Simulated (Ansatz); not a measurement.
# doublet [C6H6]+: levels of theory compared

Wanted: a comparison of 5 runs (UHF/3-21G, UB3LYP/6-31G*, U-r2SCAN/def2-SVP, UPBE/def2-SVP, UPBE0/def2-SVP) of doublet [C6H6]+. 

The results are computed with Ansatz 0.2.0.

17 further runs of the same task are left out: 17 set aside as unsound or not needed.

### Step 1. The molecule

The species is [C6H6]+ (12 atoms), meant as a doublet with charge +1. As SMILES of the parent species, `C=C1C=CC=C1`. The coordinates come from a PBE0-D4/def2-TZVP relaxation. That shape belongs to the parent species and isn't relaxed for this state.

Bond lengths: C1–C2 1.336 Å, C2–C3 1.465 Å, C3–C4 1.346 Å, C4–C5 1.466 Å, C2–C6 1.465 Å, C5–C6 1.346 Å, C1–H7 1.084 Å, C1–H8 1.084 Å, C3–H9 1.081 Å, C4–H10 1.082 Å, C5–H11 1.082 Å, C6–H12 1.081 Å. Some angles: C1–C2–C3 126.8°, C1–C2–C6 126.8°, C3–C2–C6 106.3°, C2–C3–C4 107.8°, C3–C4–C5 109.0°, C4–C5–C6 109.0°, C2–C6–C5 107.8°, C2–C1–H7 121.3°, C2–C1–H8 121.3°, C2–C3–H9 124.6°.

### Step 2. A single-point energy at UHF/3-21G (run 1)

Contents of run.yaml:

```yaml
crystal:
  periodic: [false, false, false]
  atoms:
    - {symbol: C, position_ang: [-0.818100, -1.597600, 0.906600]}
    - {symbol: C, position_ang: [-0.269900, -0.537800, 0.305500]}
    - {symbol: C, position_ang: [0.652900, 0.430400, 0.902600]}
    - {symbol: C, position_ang: [0.964800, 1.337500, -0.041700]}
    - {symbol: C, position_ang: [0.261500, 0.997400, -1.282700]}
    - {symbol: C, position_ang: [-0.471600, -0.113400, -1.081700]}
    - {symbol: H, position_ang: [-1.493400, -2.259800, 0.376500]}
    - {symbol: H, position_ang: [-0.605400, -1.830200, 1.944100]}
    - {symbol: H, position_ang: [1.002400, 0.394600, 1.924400]}
    - {symbol: H, position_ang: [1.624900, 2.186300, 0.076600]}
    - {symbol: H, position_ang: [0.333200, 1.561600, -2.202900]}
    - {symbol: H, position_ang: [-1.104400, -0.624200, -1.793300]}
basis:
  gaussian:
    orbitals: 3-21G.json
total_charge: 1
magnetization:
  spin_polarized: true
  initial_magnetization: 1
hamiltonian:
  xc: hf
accuracy: high
output: {orbitals: {seedname: orbitals}}
```

The basis set 3-21G is read from a file made from the Basis Set Exchange's data (not shown).

Started as:

```console
$ ansatz run run.yaml --threads 1 --pin off --max-ram 3480MiB --events-out events.jsonl --progress --plain --runs-dir runs
```

Standard output:

```text
Warning: RAYON_NUM_THREADS=1 ignored (pool sized by the plan → 1); use --threads N
Functional definition: HF
  name "HF"
  exchange = exact_x
  correlation = 0
1634 factors; integrals over basis functions are off by at most 4.2e-9 eV
mean field evaluation 1: about -6230.6569 eV, gradient 2.1e1 eV
mean field evaluation 2: about -6231.2132 eV, gradient 2.1e1 eV
mean field evaluation 4: about -6233.8060 eV, gradient 2.4e0 eV
mean field evaluation 8: about -6233.8739 eV, gradient 2.6e-1 eV
mean field evaluation 16: about -6233.7939 eV, gradient 2.0e0 eV
mean field evaluation 32: about -6226.4094 eV, gradient 2.6e1 eV
mean field evaluation 64: about -6233.8539 eV, gradient 4.4e-1 eV
mean field evaluation 96: about -6233.8523 eV, gradient 2.5e-1 eV
mean field evaluation 128: about -6232.2443 eV, gradient 8.3e0 eV
mean field -6233.91290399 eV, -229.0920737237 hartree, gradient 2.7e-8 eV, S^2 0.991401; 1 other end points of the search recorded, 0 dependent functions left out
reference -6233.91290399 eV, -229.0920737237 hartree; 21, 20 occupied and 45, 46 virtual orbitals, 1634 factors
Total energy: -6233.91290399 eV, -229.0920737237 hartree
```

Run time: 3.6 s. Hardware: 1 thread of Arm Neoverse V2, shared host; peak memory 0.21 GiB.

### Step 3. The energy at UB3LYP/6-31G(d) (Cartesian functions) (run 2)

Contents of input.yaml:

```yaml
crystal:
  periodic: [false, false, false]
  atoms:
    - {symbol: C, position_ang: [-0.818100, -1.597600, 0.906600]}
    - {symbol: C, position_ang: [-0.269900, -0.537800, 0.305500]}
    - {symbol: C, position_ang: [0.652900, 0.430400, 0.902600]}
    - {symbol: C, position_ang: [0.964800, 1.337500, -0.041700]}
    - {symbol: C, position_ang: [0.261500, 0.997400, -1.282700]}
    - {symbol: C, position_ang: [-0.471600, -0.113400, -1.081700]}
    - {symbol: H, position_ang: [-1.493400, -2.259800, 0.376500]}
    - {symbol: H, position_ang: [-0.605400, -1.830200, 1.944100]}
    - {symbol: H, position_ang: [1.002400, 0.394600, 1.924400]}
    - {symbol: H, position_ang: [1.624900, 2.186300, 0.076600]}
    - {symbol: H, position_ang: [0.333200, 1.561600, -2.202900]}
    - {symbol: H, position_ang: [-1.104400, -0.624200, -1.793300]}
basis:
  gaussian:
    orbitals: "6-31G*"
total_charge: 1
magnetization:
  spin_polarized: true
  initial_magnetization: 1
hamiltonian:
  xc: {name: B3LYP}
accuracy: high
output:
  orbitals: {seedname: orbitals}
```

Started as:

```console
$ ansatz run input.yaml --threads 1 --pin off --max-ram 3480MiB --events-out events.jsonl --progress --plain --runs-dir runs
```

Standard output:

```text
Warning: RAYON_NUM_THREADS=1 ignored (pool sized by the plan → 1); use --threads N
Functional definition: B3LYP
  name "B3LYP"
  parameter a0 = 0.2
  parameter ax = 0.72
  parameter ac = 0.81
  exchange = (1 - a0 - ax)*slater_x + ax*b88_x + a0*exact_x
  correlation = (1 - ac)*vwn_rpa_c + ac*lyp_c
2434 factors; integrals over basis functions are off by at most 2.7e-9 eV
mean field evaluation 1: about -6300.9935 eV, gradient 4.2e1 eV
mean field evaluation 2: about -6300.1256 eV, gradient 4.4e1 eV
mean field evaluation 4: about -6309.9122 eV, gradient 3.2e0 eV
mean field evaluation 8: about -6310.1574 eV, gradient 1.2e-1 eV
mean field evaluation 16: about -6310.1575 eV, gradient 2.9e-4 eV
mean field evaluation 32: about -6310.1292 eV, gradient 1.9e0 eV
mean field -6310.15748297 eV, -231.8940103208 hartree, gradient 7.6e-8 eV, S^2 0.759347; 2 other end points of the search recorded, 0 dependent functions left out
reference -6310.15751830 eV, -231.8940116193 hartree; 21, 20 occupied and 81, 82 virtual orbitals, 2434 factors
Total energy: -6310.15751830 eV, -231.8940116193 hartree
```

Run time: 18 s. Hardware: 1 thread of Arm Neoverse V2, shared host; peak memory 0.52 GiB.

Runs 3 to 4 aren't shown in full; the table further down has their settings and results.

### Step 4. The energy at UPBE0/def2-SVP (run 5)

Contents of job.yaml:

```yaml
crystal:
  periodic: [false, false, false]
  atoms:
    - {symbol: C, position_ang: [-0.818100, -1.597600, 0.906600]}
    - {symbol: C, position_ang: [-0.269900, -0.537800, 0.305500]}
    - {symbol: C, position_ang: [0.652900, 0.430400, 0.902600]}
    - {symbol: C, position_ang: [0.964800, 1.337500, -0.041700]}
    - {symbol: C, position_ang: [0.261500, 0.997400, -1.282700]}
    - {symbol: C, position_ang: [-0.471600, -0.113400, -1.081700]}
    - {symbol: H, position_ang: [-1.493400, -2.259800, 0.376500]}
    - {symbol: H, position_ang: [-0.605400, -1.830200, 1.944100]}
    - {symbol: H, position_ang: [1.002400, 0.394600, 1.924400]}
    - {symbol: H, position_ang: [1.624900, 2.186300, 0.076600]}
    - {symbol: H, position_ang: [0.333200, 1.561600, -2.202900]}
    - {symbol: H, position_ang: [-1.104400, -0.624200, -1.793300]}
basis:
  gaussian: {orbitals: def2-SVP}
total_charge: 1
magnetization: {spin_polarized: true, initial_magnetization: 1}
hamiltonian: {xc: pbe0}
accuracy: high
output: {orbitals: {seedname: orbitals}}
```

Started as:

```console
$ ansatz run job.yaml --threads 1 --pin off --max-ram 3480MiB --events-out events.jsonl --progress --plain --runs-dir runs
```

Standard output:

```text
Warning: RAYON_NUM_THREADS=1 ignored (pool sized by the plan → 1); use --threads N
Functional definition: PBE0
  name "PBE0"
  parameter a = 0.25
  parameter kappa = 0.804
  parameter beta = 0.06672455060314922
  exchange = (1 - a)*pbe_x(kappa = kappa, mu = beta*pi^2/3) + a*exact_x
  correlation = pbe_c(beta = beta)
2798 factors; integrals over basis functions are off by at most 9.0e-9 eV
mean field evaluation 1: about -6289.0823 eV, gradient 3.9e1 eV
mean field evaluation 2: about -6289.3376 eV, gradient 4.0e1 eV
mean field evaluation 4: about -6297.3330 eV, gradient 2.5e0 eV
mean field evaluation 8: about -6297.6939 eV, gradient 3.1e-1 eV
mean field evaluation 16: about -6297.6947 eV, gradient 4.8e-4 eV
mean field evaluation 32: about -6297.6947 eV, gradient 5.0e-8 eV
mean field -6297.69466209 eV, -231.4360101010 hartree, gradient 5.0e-8 eV, S^2 0.762585; 2 other end points of the search recorded, 0 dependent functions left out
reference -6297.69466468 eV, -231.4360101964 hartree; 21, 20 occupied and 93, 94 virtual orbitals, 2798 factors
Total energy: -6297.69466468 eV, -231.4360101964 hartree
```

Run time: 22 s. Hardware: 1 thread of Arm Neoverse V2, shared host; peak memory 0.61 GiB.

### Step 5. Overview of the runs

```csv
run,level,Cartesian functions,energy (Eh),HOMO energy (eV),LUMO energy (eV),⟨S²⟩,wall time
1,UHF/3-21G,no,-229.092074,-15.37,-6.08,0.991,3.6 s
2,UB3LYP/6-31G* (Cartesian functions),yes,-231.894012,-12.82,-10.35,0.759,18 s
3,U-r2SCAN/def2-SVP,no,-231.572554,-12.53,-11.04,0.765,37 s
4,UPBE/def2-SVP,no,-231.408271,-12.35,-11.38,0.756,17 s
5,UPBE0/def2-SVP,no,-231.436010,-13.27,-10.32,0.763,22 s
```

### Step 6. What came out

| quantity | value |
| --- | --- |
| run 5: total energy | -231.43601 Eh |
| run 5: HOMO energy (highest over α and β) | -13.27 eV |
| run 5: LUMO energy (lowest over α and β) | -10.32 eV |
| run 5: ⟨S²⟩ | 0.763 |

In words: Totals of different functionals can't be ranked against each other. Spin contamination of the reference: run 1 ⟨S²⟩ = 0.99. All runs together took 98 s, the longest 37 s.
